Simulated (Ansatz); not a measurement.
# FH6PSi: the cost of one run

Program: Ansatz 0.2.0. Level of theory: RKS PBE/def2-SVP. These are calculated values, not measurements.

### 1 The structure to begin with

Bond lengths: Si1–H3 1.460 Å, Si1–H4 1.459 Å, Si1–F5 1.589 Å, Si1–P6 2.480 Å, P6–H7 1.420 Å, P6–H8 1.420 Å. Angles: H3–Si1–H4 109.5°, H3–Si1–F5 109.5°, H3–Si1–P6 178.9°, H4–Si1–F5 109.5°, H4–Si1–P6 70.0°, F5–Si1–P6 70.0°, Si1–P6–H7 109.5°, Si1–P6–H8 109.5°, H7–P6–H8 109.4°.

Structure file:

```xyz
9

Si    0.0000    0.0000    0.0000
H     0.0000    0.0000    1.8100
H     1.3768    0.0000   -0.4862
H    -0.6877    1.1914   -0.4862
F    -0.7489   -1.2974   -0.5295
P    -2.3535    0.0000    0.7820
H    -3.1199   -0.8853   -0.0213
H    -2.4033   -0.4268    2.1354
H    -0.9491    0.0000    1.8858
```

### 2 A restrained relaxation towards end A

Springs on the bonds that form and break draw the guess towards this end; the thresholds are loose.

The input, input.yaml:

```yaml
crystal:
  periodic: [false, false, false]
  atoms:
    - { symbol: Si, position_ang: [0.0, 0.0, 0.0] }
    - { symbol: H, position_ang: [0.0, 0.0, 1.81] }
    - { symbol: H, position_ang: [1.3768, 0.0, -0.4862] }
    - { symbol: H, position_ang: [-0.6877, 1.1914, -0.4862] }
    - { symbol: F, position_ang: [-0.7489, -1.2974, -0.5295] }
    - { symbol: P, position_ang: [-2.3535, 0.0, 0.782] }
    - { symbol: H, position_ang: [-3.1199, -0.8853, -0.0213] }
    - { symbol: H, position_ang: [-2.4033, -0.4268, 2.1354] }
    - { symbol: H, position_ang: [-0.9491, 0.0, 1.8858] }
basis:
  gaussian: { orbitals: def2-SVP }
hamiltonian:
  xc: pbe
relax:
  f_tol: 0.15
  max_steps: 25
  restrain:
    - { distance: [0, 5], at: 3.38, k: 30.0 }
    - { distance: [8, 1], at: 1.86, k: 30.0 }
    - { distance: [0, 1], at: 1.46, k: 30.0 }
    - { distance: [8, 5], at: 1.42, k: 30.0 }
```

The run is started by

```console
ansatz run input.yaml --threads 1 --pin off --max-ram 2048MiB --backend cpu --events-out ev --progress --plain --runs-dir out
```

**Question.** How long does this run take on 1 thread of Arm Neoverse V2, shared host, and how much memory does it need?

About 16 s, with a peak of 0.14 GiB.
